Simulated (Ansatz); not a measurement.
# CH₂ClSi−: one structure at several levels

A test off equilibrium: a structure displaced at random from a GFN2-xTB minimum is computed at several levels, and each is set against CCSD(T).

Method: single points in def2-TZVPPD; program: Ansatz 0.2.0, Gaussian basis.

Correlated methods freeze the cores.

## (1) The system as given

5 atoms, charge -1, spin multiplicity 1.

Atoms are counted from 1 here; the program's logs count them from 0.

Bond lengths: Si1–C2 1.727 Å, Si1–H4 1.662 Å, C2–Cl3 1.863 Å, C2–H5 1.242 Å. Angles: C2–Si1–H4 96.3°, Si1–C2–Cl3 122.3°, Si1–C2–H5 134.8°, Cl3–C2–H5 102.9°.

Coordinates:

```xyz
5
CH2ClSi
Si   -0.4012    0.6157   -1.1859
C     0.2954   -0.1383    0.2033
Cl    2.1362   -0.3313    0.4134
H    -1.9836    0.4662   -0.7004
H    -0.1574   -0.6557    1.2371
```

## (2) CCSD(T)/def2-TZVPPD

Contents of run/in.yaml:

```yaml
crystal:
  periodic: [false, false, false]
  atoms:
    - {symbol: Si, position_ang: [-0.401200, 0.615700, -1.185900]}
    - {symbol: C, position_ang: [0.295400, -0.138300, 0.203300]}
    - {symbol: Cl, position_ang: [2.136200, -0.331300, 0.413400]}
    - {symbol: H, position_ang: [-1.983600, 0.466200, -0.700400]}
    - {symbol: H, position_ang: [-0.157400, -0.655700, 1.237100]}
basis:
  gaussian: {orbitals: "def2-TZVPPD.json"}
total_charge: -1
correlation: {method: ccsd_t}
output: {forces: true}
```

The basis file named in the input lies beside it (Basis Set Exchange, JSON).

The command line of these runs was not kept.

## (3) PBE0-D4/def2-TZVPPD

run/in.yaml: that of step 2 with these lines changed.

```diff
@@ -11,3 +11,3 @@
 total_charge: -1
-correlation: {method: ccsd_t}
-output: {forces: true}
+hamiltonian: {xc: pbe0, dispersion: d4}
+output: {forces: true, orbitals: {seedname: orbitals}}
```

## (4) wB97M-V/def2-TZVPPD

run/in.yaml: that of step 3 with these lines changed.

```diff
@@ -11,3 +11,3 @@
 total_charge: -1
-hamiltonian: {xc: pbe0, dispersion: d4}
-output: {forces: true, orbitals: {seedname: orbitals}}
+hamiltonian: {xc: {name: wB97M-V}}
+output: {forces: true}
```

## (5) r2SCAN-D4/def2-TZVPPD

run/in.yaml: that of step 4 with these lines changed.

```diff
@@ -11,3 +11,3 @@
 total_charge: -1
-hamiltonian: {xc: {name: wB97M-V}}
+hamiltonian: {xc: r2scan, dispersion: d4}
 output: {forces: true}
```

## (6) PBE-D4/def2-TZVPPD

run/in.yaml: that of step 5 with these lines changed.

```diff
@@ -11,3 +11,3 @@
 total_charge: -1
-hamiltonian: {xc: r2scan, dispersion: d4}
+hamiltonian: {xc: pbe, dispersion: d4}
 output: {forces: true}
```

## (7) B97M-V/def2-TZVPPD

run/in.yaml: that of step 6 with these lines changed.

```diff
@@ -11,3 +11,3 @@
 total_charge: -1
-hamiltonian: {xc: pbe, dispersion: d4}
+hamiltonian: {xc: {name: B97M-V}}
 output: {forces: true}
```

## (8) wB97X-V/def2-TZVPPD

run/in.yaml: that of step 7 with these lines changed.

```diff
@@ -11,3 +11,3 @@
 total_charge: -1
-hamiltonian: {xc: {name: B97M-V}}
+hamiltonian: {xc: {name: wB97X-V}}
 output: {forces: true}
```

(Steps that only read results are left out.)

What does the calculation give? Wanted: RMS force component; RMS force error; HOMO and LUMO, PBE0-D4; T1 diagnostic.

The runs gave:

| quantity | value |
| --- | --- |
| RMS force component | 1.442 to 1.591 eV/Å over the methods |
| RMS force error | PBE0-D4 0.180, wB97M-V 0.211, r2SCAN-D4 0.155, PBE-D4 0.162, B97M-V 0.201, wB97X-V 0.211 eV/Å |
| HOMO and LUMO, PBE0-D4 | -1.04 and 3.74 eV |
| T1 diagnostic | 0.017 |

In words: On forces the order runs from r2SCAN-D4 to wB97M-V. Frozen-core CCSD(T) forces in triple zeta carry basis errors of their own, and this is one geometry, so small gaps rank nothing. The restricted Hartree–Fock reference is unstable towards an unrestricted one at one or more of these structures.
